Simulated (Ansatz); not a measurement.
# Ligand exchange through a proton shuttle

Start structure (SiNH9O, closed shell), relaxed at PBE0-D4/def2-TZVP:

```
12
angstrom
Si -1.6351 -0.5104 -0.4211
H -0.7841 0.3790 -1.2578
H -0.8585 -1.6467 0.1284
H -2.3780 0.2452 0.6112
H -2.6445 -1.0914 -1.3591
H 1.2855 0.4728 0.9252
N 0.3870 0.5982 1.3826
H 1.2155 0.1776 -1.3085
O 2.1466 0.2258 -1.0663
H 0.2942 1.5811 1.6082
H 0.4094 0.0906 2.2584
H 2.5619 -0.5218 -1.5012
```

The step: SiH₄ + H₂O + NH₃ → SiNH₅ ([NH2][SiH3]) + H₂O + H₂; bonds formed: Si1–N7, H2–H8, H6–O9; bonds broken: Si1–H2, H6–N7, H8–O9. Ansatz 0.2.0; basis: def2-TZVPP and def2-QZVPP; cores frozen in the correlated methods. Extrapolation: Hartree–Fock as exp(−7.88 √X), correlation as X^−2.97. Energies below are by CCSD(T) at an estimated basis limit (MP2 extrapolated from triple and quadruple zeta, plus CCSD(T) − MP2 in triple zeta).

Question: What are the electronic barrier and the energy of the step, from the start structure to the end structure? (An estimate is asked for; the value comes from the calculation.)

Answer: Computed: Barrier 172.9 kJ/mol; step energy -21.2 kJ/mol (downhill); reverse barrier, their difference, 194.1 kJ/mol. Barrier and step energy count from the start structure, the reverse barrier from the end structure.

The saddle point: One imaginary mode of 1428i cm⁻¹.
| pair | start (Å) | saddle (Å) | end (Å) |
| --- | --- | --- | --- |
| Si1–N7 | 2.93 | 1.86 | 1.74 |
| H2–H8 | 2.01 | 1.01 | 0.75 |
| H6–O9 | 2.18 | 1.29 | 0.97 |
| Si1–H2 | 1.49 | 1.89 | 4.18 |
| H6–N7 | 1.02 | 1.21 | 1.99 |
| H8–O9 | 0.96 | 1.23 | 2.55 |

Zero-point energy (harmonic, PBE0-D4): ZPE is 242.6 kJ/mol at the start and 235.0 kJ/mol at the saddle, so the barrier goes from 172.9 to 165.2 kJ/mol.

No T1 diagnostic of these runs exceeds 0.012.

Labels in which every atom is bracketed show which atoms are joined, not bond orders.

For scale, one of the runs: CCSD(T)/def2-TZVPP, 230 basis functions, launched by `ansatz run in.yaml --threads 4 --pin off --events-out ev --progress --plain --max-ram 9574MiB`. Time: 110 s of wall clock on 4 CPU threads of an Intel Xeon; the host was shared. Peak host memory: 3.9 GiB.
